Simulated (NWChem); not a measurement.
# Polarisability of hydrogen cyanide (CHN)

```
C
N 1 1.1672
H 1 1.0871 2 180.00
```
Charge 0, spin multiplicity 1.

All runs are NWChem calculations. The geometry was optimised at PBE/def2-SVP, a minimum by its harmonic frequencies.

Basis set: Sadlej pVTZ. The field's frequency is 0.0428 Ha (1065 nm).

| method | isotropic polarisability (bohr³) | difference from CCSD linear response |
|---|---|---|
| PBE | 17.97 | +0.92 |
| BHandHLYP | 17.24 | +0.19 |
| B3LYP | 17.71 | +0.66 |
| CCSD linear response | 17.06 | 0.00 |
| HF | 17.08 | +0.02 |

The values span 0.92 bohr³, from CCSD linear response (lowest) to PBE (highest). 

The correlated methods keep 2 core orbitals frozen. B3LYP has NWChem's definition, with VWN1-RPA local correlation. Coupled-cluster values serve here as a point of comparison, not as the truth.
